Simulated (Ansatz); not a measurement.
This geometry of CH$_{5}$O (7 atoms, charge 1, multiplicity 1) is a first-order saddle point.

Computed with Ansatz, RKS PBE/STO-3G.

```xyz
7
Properties=species:S:1:pos:R:3
C -0.311 -0.444 -0.368
O 0.406 0.580 0.464
H 0.108 -1.431 -0.064
H -1.398 -0.368 -0.126
H -0.102 -0.219 -1.442
H 0.117 1.551 0.468
H 1.180 0.332 1.069
```

(1) Which two structures does it join? (They come from a converged band through this point; their orientation in space is the band's.)

(2) How far does it lie above each of them?

Answers

(1) No bond is made or broken. The height of O2 over the plane of its neighbours goes from -0.42 to 0.42 Å. The two ends are copies of one structure, up to a mirror image or an exchange of like atoms.

Initial state:

```xyz
7
Properties=species:S:1:pos:R:3
C -0.317 -0.449 -0.322
O 0.285 0.498 0.731
H -0.014 -1.471 0.004
H -1.419 -0.302 -0.245
H 0.083 -0.184 -1.331
H 0.064 1.476 0.470
H 1.318 0.432 0.692
```

Final state:

```xyz
7
Properties=species:S:1:pos:R:3
C -0.273 -0.444 -0.366
O 0.673 0.544 0.339
H 0.175 -1.449 -0.187
H -1.298 -0.347 0.067
H -0.234 -0.162 -1.444
H 0.297 1.504 0.235
H 0.659 0.355 1.357
```

(2) 5.4 kcal/mol above the first and 5.4 kcal/mol above the second. This is the barrier of this one path; another mechanism may lie lower. Limits of this set-up: minimal basis, the dipole of an ion depends on the origin.

Run time: 44 s on 1 thread of Arm Neoverse V1 (shared host), peak memory 0.08 GiB.
